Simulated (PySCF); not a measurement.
(H3Si)2O.
Bonds: Si1–O5, O5–Si6. Hydrogens: H2, H3, H4 on Si1; H7, H8, H9 on Si6.

The closed-shell ground state was solved at several levels (PySCF, density fitting, gas phase, non-relativistic). Geometry: PBE0-D3(BJ)/def2-SVP; no solvent, vibrations or thermal averaging.

```
           level  basis functions  HOMO (eV)  LUMO (eV)  gap (eV)  dipole (D)
   PBE0/pcSseg-1               95      -8.69       0.00      8.69        0.44
wB97X-D/pcSseg-1               95     -10.59       1.83     12.42        0.44
```

Problem. Estimate the row for wB97X-D/def2-SVPD, a basis of 119 functions; the other rows only guide the guess.

Solution. HOMO -10.57 eV, LUMO 1.48 eV, gap 12.05 eV, dipole 0.35 D.

Problem. Over all these levels, which gives the widest orbital gap and which the narrowest?

Solution. wB97X-D/pcSseg-1 (range-separated hybrid) has the widest, 12.42 eV, and PBE0/pcSseg-1 (global hybrid, 25 % exact exchange) the narrowest, 8.69 eV. The two share the basis. From the narrowest to the widest the HOMO moves by -1.90 eV and the LUMO by +1.83 eV.

Problem. How far do the dipole and the HOMO energy spread over the levels?

Solution. The dipole runs from 0.35 to 0.44 D (mean 0.41 D) and the HOMO from -10.59 to -8.69 eV.
